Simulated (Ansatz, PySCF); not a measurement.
System: CH3O, charge -1, multiplicity 1. It need not be the lowest isomer of its formula. Whether it binds its extra electron was not tested at this geometry. 
Coordinates optimised at B3LYP-D3(BJ)/def2-TZVP (Ansatz, a first-principles code):
```xyz
5

C     -0.0196     0.5304     0.0101
O      0.0292    -0.7889    -0.0150
H     -1.0629     1.0048     0.0280
H      0.4813     1.0453     0.9033
H      0.4659     1.0784    -0.8719
```
Charge -1, spin multiplicity 1.

Total electronic energies in hartree. Cores are frozen in the correlated levels unless marked. Spin-orbit coupling is left out. No relativistic terms. CBS(X,Y): correlation extrapolated as X^-3; Hartree-Fock from the larger set.

```csv
level,program,energy (Eh)
HF/aug-cc-pVDZ,Ansatz,-114.42692
RI-HF/cc-pVQZ,Ansatz,-114.45684
RI-HF/def2-QZVPP,Ansatz,-114.46127
RI-HF/def2-QZVPPD,Ansatz,-114.46303
SVWN5/def2-TZVPD,Ansatz,-114.23757
r2SCAN-D3(BJ)/def2-TZVPD,Ansatz + dftd3,[?]
B3LYP/def2-TZVPD,Ansatz,-115.15990
PBE0/def2-SVP,Ansatz,-114.85536
PBE0-D4/def2-TZVP,Ansatz + dftd4,-115.01064
BHLYP-D3(BJ)/def2-TZVPD,Ansatz + dftd3,-115.08120
TPSSh-D3(BJ)/def2-TZVPD,PySCF + dftd3,-115.15583
B2GP-PLYP-D4/def2-TZVPD,Ansatz + dftd4,-115.03856
MP2/STO-3G,Ansatz,-112.78845
MP2/def2-TZVPPD,Ansatz,-114.90404
RI-MP2/cc-pVTZ,Ansatz,-114.88077
RI-MP2/cc-pVQZ,Ansatz,-114.92992
"RI-MP2/CBS(aug-cc-pVTZ,aug-cc-pVQZ)",Ansatz,-114.9628
SCS-MP2/aug-cc-pVDZ,Ansatz,-114.79868
SCS-MP2/def2-TZVPPD,Ansatz,-114.90022
CCSD/cc-pVTZ,Ansatz,-114.89372
CCSD(T)/6-31G,Ansatz,-114.57863
CCSD(T) with core electrons/cc-pwCVTZ,Ansatz,-115.01898
"CCSD(T)/CBS(def2-TZVPPD,def2-QZVPPD)",Ansatz,-114.9853
```

Task: Some entries are withheld; supply them.

Result: 
- r2SCAN-D3(BJ)/def2-TZVPD, energy (Eh): -115.08697
